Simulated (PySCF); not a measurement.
**Atomic charges by several schemes**

Compound: C₃H₇Cl.
Cartesian coordinates in Å at the PBE0-D3(BJ)/def2-TZVP level; atoms count from 1:
```xyz
11
C3H7Cl angstrom
C     -1.168    0.153   -0.522
C      0.202    0.523   -0.005
C      0.919   -0.627    0.663
Cl     1.208    1.135   -1.372
H     -1.650    1.002   -1.008
H     -1.797   -0.174    0.310
H     -1.098   -0.664   -1.243
H      0.132    1.371    0.677
H      0.337   -0.971    1.523
H      1.908   -0.328    1.011
H      1.035   -1.462   -0.031
```

Density: PBE0/pcSseg-2 (PySCF); schemes: Mulliken, IAO, Hirshfeld and ESP-fitted. Isolated species at its PBE0-D3(BJ)/def2-TZVP geometry, gas phase.

Problem. Atoms with like bonding are taken together and averaged. At which atom do the 4 schemes differ most?

Solution. At C1/C3: from -0.526 (ESP-fitted) to -0.066 e (Mulliken), 0.460 e apart.

Problem. For which atoms does the sign change between the 4 schemes (beyond +0.03 e in one, beyond −0.03 e in another)?

Solution. C2.

Problem. Do the Mulliken, IAO, Hirshfeld and ESP-fitted schemes agree on where the charge is lowest?

Solution. The schemes don't all agree: Mulliken Cl4 (-0.197); IAO C1/C3 (-0.433); Hirshfeld C1/C3 (-0.132); ESP-fitted C1/C3 (-0.526).

Problem. Tabulate the Mulliken, IAO, Hirshfeld and ESP-fitted charges.

Solution. In e; atoms taken as equivalent share a row and are averaged (×n: the atom named and its like, n in all):

```tsv
atom	environment	Mulliken	IAO	Hirshfeld	ESP-fitted
C1/C3	methyl carbon	-0.066	-0.433	-0.132	-0.526
C2	sp3 C–Cl carbon	+0.030	-0.064	+0.007	+0.269
Cl4	alkyl chlorine	-0.197	-0.145	-0.074	-0.221
H5 (×6)	methyl hydrogen	+0.039	+0.153	+0.047	+0.154
H8	methine hydrogen	+0.065	+0.159	+0.048	+0.080
```

Mean size of the charges over all atoms: ESP-fitted 0.231 e, IAO 0.195 e, Hirshfeld 0.061 e, Mulliken 0.060 e. Each set sums to the total charge, 0, to within 0.001 e. The ESP scheme is a least-squares fit of atom-centred charges to the potential on four shells outside the van der Waals surface, with the total charge fixed.

Some averages cover members that differ in this geometry: C1/C3, ESP-fitted -0.542 to -0.510; H5 (×6), ESP-fitted +0.138 to +0.168; H5 (×6), Mulliken +0.026 to +0.054 e.

Problem. How many electrons does the Mulliken scheme count on Cl4?

Solution. Z − q = 17 − (-0.197) = 17.197.

Problem. Sum the charges by element, for elements with more than one atom.

Solution. 
```csv
element,atoms,Mulliken,IAO,Hirshfeld,ESP-fitted
C,3,-0.102,-0.929,-0.257,-0.783
H,7,+0.299,+1.075,+0.330,+1.004
```
